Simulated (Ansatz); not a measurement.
Relaxation of BF2H (4 atoms, charge 0, multiplicity 1), to a largest force component of 0.03 eV/Å in at most 50 steps.

All numbers below come from Ansatz, RKS B3LYP-D4/def2-SVP.

```xyz
4
Properties=species:S:1:pos:R:3
B 0.263 0.000 0.199
H 0.246 0.000 1.386
F 1.435 0.000 -0.390
F -0.820 0.000 -0.546
```

Task: Where does it end, and by what steps?

Result: It converged. After 3 steps the energy has fallen by 0.014 eV; H2 moved furthest, 0.03 Å.

```
step  energy less start (eV)  largest force component (eV/Å)  accepted
   0                  0.0000                           0.368       yes
   1                 -0.0111                           0.162       yes
   2                 -0.0129                           0.163       yes
   3                 -0.0135                           0.017       yes
```

```xyz
4
Properties=species:S:1:pos:R:3
B 0.279 0.000 0.201
H 0.217 0.000 1.400
F 1.440 0.000 -0.417
F -0.812 0.000 -0.535
```

Run time: 4.2 s on 1 thread of Arm Neoverse V1, with other jobs on the host, peak memory 0.1 GiB.
